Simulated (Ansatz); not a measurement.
**Nudged elastic band run: C₃H₄FN**

The input (input.yaml):

```yaml
crystal:
  periodic: [false, false, false]
  atoms:
    - { symbol: "N", position_ang: [1.56987, -0.642959, -0.64122] }
    - { symbol: C, position_ang: [0.286678, -0.802903, -0.14587] }
    - { symbol: C, position_ang: [-0.538339, 0.14848, 0.28835] }
    - { symbol: C, position_ang: [-1.330912, 1.061968, 0.801314] }
    - { symbol: F, position_ang: [-2.312585, 1.697185, 0.101094] }
    - { symbol: H, position_ang: [1.83861, 0.30203, -0.921167] }
    - { symbol: H, position_ang: [1.90891, -1.371059, -1.270567] }
    - { symbol: H, position_ang: [-0.029817, -1.86219, -0.075994] }
    - { symbol: H, position_ang: [-1.303915, 1.423047, 1.84696] }
basis:
  gaussian: { orbitals: def2-SVP }
hamiltonian:
  xc: pbe
  dispersion: d4
neb:
  order_check: false
  images: 5
  f_tol: 0.05
  max_iterations: 60
  initial_path: linear
  final_atoms:
    - { symbol: "N", position_ang: [1.40368626, -0.64029439, -0.95297922] }
    - { symbol: C, position_ang: [0.27490054, -0.80053491, -0.16801925] }
    - { symbol: C, position_ang: [-0.52489261, 0.15344455, 0.30592737] }
    - { symbol: C, position_ang: [-1.33247122, 1.06940463, 0.79007458] }
    - { symbol: F, position_ang: [-2.38974332, 1.59274481, 0.10673379] }
    - { symbol: H, position_ang: [2.10144524, -1.38324338, -0.91013617] }
    - { symbol: H, position_ang: [1.79813516, 0.30043841, -1.00732461] }
    - { symbol: H, position_ang: [0.01605475, -1.86107956, 0.02179345] }
    - { symbol: H, position_ang: [-1.2586148, 1.52271885, 1.79683008] }
```

Run as:

```bash
$ ansatz run input.yaml --threads 1 --pin off --max-ram 2048MiB --backend cpu --events-out ev --progress --plain --runs-dir out
```

Output, in part (warnings, iteration lines, the closing report on the highest movable image, with atoms numbered from 0):

```
NEB end point (image 0): max|allowed force component| = 8.083e-3 eV/Å (the criterion of neb.relax_end_points is 1.000e-2)
NEB end point (image 6): max|allowed force component| = 8.936e-3 eV/Å (the criterion of neb.relax_end_points is 1.000e-2)
NEB iter   1: max|band force component| = 1.227e0 eV/Å  barrier→ = 0.7080 eV  barrier← = 0.7038 eV  Δτ_max = 0.1330 Å  (197 SCF iters)
NEB iter   2: max|band force component| = 6.667e-1 eV/Å  barrier→ = 0.5714 eV  barrier← = 0.5673 eV  Δτ_max = 0.2000 Å  (151 SCF iters)
NEB iter   3: max|band force component| = 1.062e0 eV/Å  barrier→ = 0.6815 eV  barrier← = 0.6773 eV  Δτ_max = 0.1016 Å  (179 SCF iters)
NEB iter   4: max|band force component| = 5.559e-1 eV/Å  barrier→ = 0.5080 eV  barrier← = 0.5038 eV  Δτ_max = 0.0988 Å  (144 SCF iters)
NEB iter   5: max|band force component| = 4.109e-1 eV/Å  barrier→ = 0.4977 eV  barrier← = 0.4935 eV  CI = image 3  Δτ_max = 0.1999 Å  (151 SCF iters)
NEB iter   6: max|band force component| = 1.055e0 eV/Å  barrier→ = 0.5875 eV  barrier← = 0.5833 eV  CI = image 2  Δτ_max = 0.1002 Å  (156 SCF iters)
NEB iter   7: max|band force component| = 6.771e-1 eV/Å  barrier→ = 0.4858 eV  barrier← = 0.4816 eV  CI = image 3  Δτ_max = 0.1051 Å  (152 SCF iters)
NEB iter   8: max|band force component| = 1.727e-1 eV/Å  barrier→ = 0.4835 eV  barrier← = 0.4794 eV  CI = image 3  Δτ_max = 0.0220 Å  (153 SCF iters)
NEB iter   9: max|band force component| = 8.482e-2 eV/Å  barrier→ = 0.4818 eV  barrier← = 0.4776 eV  CI = image 3  Δτ_max = 0.0173 Å  (156 SCF iters)
NEB iter  10: max|band force component| = 5.108e-2 eV/Å  barrier→ = 0.4813 eV  barrier← = 0.4771 eV  CI = image 3  Δτ_max = 0.2000 Å  (154 SCF iters)
NEB iter  11: max|band force component| = 1.162e0 eV/Å  barrier→ = 0.5595 eV  barrier← = 0.5553 eV  CI = image 4  Δτ_max = 0.1013 Å  (163 SCF iters)
NEB iter  12: max|band force component| = 6.980e-1 eV/Å  barrier→ = 0.5436 eV  barrier← = 0.5394 eV  CI = image 3  Δτ_max = 0.0510 Å  (155 SCF iters)
NEB iter  13: max|band force component| = 4.520e-1 eV/Å  barrier→ = 0.4969 eV  barrier← = 0.4928 eV  CI = image 3  Δτ_max = 0.0253 Å  (149 SCF iters)
NEB iter  14: max|band force component| = 2.702e-1 eV/Å  barrier→ = 0.4843 eV  barrier← = 0.4801 eV  CI = image 3  Δτ_max = 0.0497 Å  (151 SCF iters)
NEB iter  15: max|band force component| = 1.770e-1 eV/Å  barrier→ = 0.4814 eV  barrier← = 0.4772 eV  CI = image 3  Δτ_max = 0.0500 Å  (150 SCF iters)
NEB iter  16: max|band force component| = 3.377e-1 eV/Å  barrier→ = 0.4810 eV  barrier← = 0.4769 eV  CI = image 3  Δτ_max = 0.0250 Å  (151 SCF iters)
NEB iter  17: max|band force component| = 6.086e-2 eV/Å  barrier→ = 0.4809 eV  barrier← = 0.4767 eV  CI = image 3  Δτ_max = 0.0108 Å  (160 SCF iters)
NEB iter  18: max|band force component| = 5.848e-2 eV/Å  barrier→ = 0.4808 eV  barrier← = 0.4767 eV  CI = image 3  Δτ_max = 0.0137 Å  (162 SCF iters)
NEB iter  19: max|band force component| = 4.350e-2 eV/Å  barrier→ = 0.4808 eV  barrier← = 0.4766 eV  CI = image 3  Δτ_max = 0.0069 Å  (277 SCF iters)
NEB iter  20: max|band force component| = 4.350e-2 eV/Å  barrier→ = 0.4809 eV  barrier← = 0.4767 eV  CI = image 3  Δτ_max = 0.0000 Å  (61 SCF iters)
Total energy: -7366.74471112 eV, -270.7228747748 hartree
Atom 0 at     1.627940    -0.766596    -0.624100 Å, force     0.001601    -0.008066     0.003120 eV/Å
Atom 1 at     0.409841    -0.892829     0.141328 Å, force    -0.007713    -0.001900     0.002988 eV/Å
Atom 2 at    -0.513978     0.043438     0.285180 Å, force     0.012403     0.006227    -0.004449 eV/Å
Atom 3 at    -1.403053     1.001950     0.461274 Å, force    -0.039650    -0.038954     0.029390 eV/Å
Atom 4 at    -2.472953     1.186845    -0.345032 Å, force     0.015806     0.010869    -0.008828 eV/Å
Atom 5 at     2.161051     0.041211    -0.272368 Å, force     0.003520     0.002678     0.001871 eV/Å
Atom 6 at     1.386980    -0.514829    -1.593071 Å, force    -0.000638     0.001067    -0.008149 eV/Å
Atom 7 at     0.263709    -1.875228     0.637974 Å, force     0.002348     0.014179    -0.005266 eV/Å
Atom 8 at    -1.371038     1.729637     1.291716 Å, force     0.012323     0.013901    -0.010678 eV/Å
Dipole moment:     0.196207     0.199465     0.069712 e Å
```

It converged. The band force fell under the threshold earlier too, but the program's further tests of the path sent the band on. Another band between the same ends (5 images) ends at a top of the same energy, where a vibrational analysis finds 1 clearly imaginary mode.

Final band (atoms are numbered from 1 in the order of the input):

| image | path coordinate (Å) | energy (eV) | dihedral H6–N1–C2–C3 (°) |
| --- | --- | --- | --- |
| 0 | 0.00 | 0.00 | -16 |
| 1 | 0.60 | 0.08 | -1 |
| 2 | 1.19 | 0.32 | 25 |
| 3 | 1.78 | 0.48 | 57 |
| 4 | 2.38 | 0.32 | 93 |
| 5 | 2.98 | 0.09 | 128 |
| 6 | 3.57 | 0.00 | 155 |

Run time: 3.8 min on 1 thread of Arm Neoverse V1, with other jobs on the host, peak memory 0.11 GiB.
